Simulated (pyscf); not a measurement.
## Four-centre exchange: H₃Si–NH–SiH₃ (SMILES [SiH3]N[SiH3]) + SiH₄ (SMILES [SiH4]) → H₃Si–N(SiH₃)–SiH₃ (SMILES [SiH3]N([SiH3])[SiH3]) + H₂ (SMILES [H][H])

Gas phase, singlet surface, charge 0. Bonds broken: N2–H7, Si11–H12. Bonds formed: N2–Si11, H7–H12. Optimised with ωB97X-D3(BJ)/def2-SVP in PySCF.

Transition state (Å):

```xyz
15

Si    -1.9154     1.2834     0.7117
N     -0.2866     0.7188     0.2437
Si    -0.1440    -0.5781    -0.9740
H     -2.8329     0.1108     0.7182
H     -1.7992     1.8745     2.0698
H     -2.3834     2.2940    -0.2727
H      0.4373     0.6750     1.1815
H     -0.8863    -0.1929    -2.2035
H      1.3028    -0.7559    -1.2627
H     -0.7279    -1.8233    -0.4069
Si     0.9698     2.1619     0.0368
H      1.3214     1.3213     1.6399
H      0.6132     3.3824     0.8134
H      0.4240     2.5039    -1.3469
H      2.3999     1.8998    -0.2899
```

One imaginary mode, 1374i cm⁻¹; descent along it reached the two sides named.

| bond | change | reactant side (Å) | saddle | product side |
|---|---|---|---|---|
| N2–H7 | breaks | 1.017 | 1.186 | 2.7 |
| Si11–H12 | breaks | 1.489 | 1.844 | 3.9 |
| N2–Si11 | forms | 3.2 | 1.924 | 1.750 |
| H7–H12 | forms | 2.8 | 1.187 | 0.761 |

Electronic energies relative to the separated reactants (eV):

```json
[
 {"level": "ωB97X-D3(BJ)/def2-TZVP", "barrier": "1.81", "reaction energy": "-0.53", "reverse barrier": "2.34"},
 {"level": "PBE/def2-TZVP", "barrier": "1.78", "reaction energy": "-0.25", "reverse barrier": "2.03"},
 {"level": "r²SCAN/def2-TZVP", "barrier": "1.81", "reaction energy": "-0.38", "reverse barrier": "2.19"},
 {"level": "B3LYP-D3(BJ)/def2-TZVP", "barrier": "1.91", "reaction energy": "-0.39", "reverse barrier": "2.30"},
 {"level": "PBE0-D3(BJ)/def2-TZVP", "barrier": "1.77", "reaction energy": "-0.35", "reverse barrier": "2.12"},
 {"level": "M06-2X/def2-TZVP", "barrier": "1.92", "reaction energy": "-0.48", "reverse barrier": "2.41"},
 {"level": "ωB97M-D3(BJ)/def2-TZVP", "barrier": "1.94", "reaction energy": "-0.36", "reverse barrier": "2.30"},
 {"level": "HF/def2-TZVP", "barrier": "2.93", "reaction energy": "-0.16", "reverse barrier": "3.08"}
]
```

With ωB97M-D3(BJ)/def2-TZVP energies and thermal terms (ideal gas, 1 atm, RRHO with modes under 100 cm⁻¹ raised to 100, one conformer, R ln 2 for rigid chiral ones), in eV:

| T (K) | ΔH‡ | ΔG‡ | ΔH | ΔG |
|---|---|---|---|---|
| 298 | 1.86 | 2.32 | -0.46 | -0.37 |
| 600 | 1.87 | 2.78 | -0.41 | -0.29 |
| 900 | 1.91 | 3.22 | -0.36 | -0.25 |
| 1200 | 1.94 | 3.66 | -0.33 | -0.21 |

This is the saddle that the search found; another between the same sides may lie lower.
